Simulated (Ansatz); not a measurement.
Results of PBE-D3(BJ) in Ansatz (PAW) for fcc Al.

Numerical settings: plane-wave cutoff 520 eV, 24×24×24 k mesh, Fermi–Dirac smearing 0.05 eV, scalar-relativistic PAW data made under PBE.

Cell (relaxed at this level):

```
CELL_PARAMETERS angstrom
      0.00000     1.99059     1.99059
      1.99059     0.00000     1.99059
      1.99059     1.99059     0.00000
ATOMIC_POSITIONS crystal
  Al 0.00000 0.00000 0.00000
```

Q: What does this level give for the bulk modulus and pressure derivative B′ of the bulk modulus?

A: 
- bulk modulus: 86.1 GPa
- pressure derivative B′ of the bulk modulus: 4.7

The run finds no gap.

Measured, for comparison: bulk modulus 80.8 GPa (corrected for temperature and zero-point phonon effects, our sources range from 77.1 to 82.0; as tabulated in Levämäki et al. (2014), arXiv:1402.3671). Computed (rounded) less measured: bulk modulus +7 % (+5 % to +12 % over the range).

Computed values are for the static lattice.

Ansatz is a quantum-chemistry and plane-wave program.
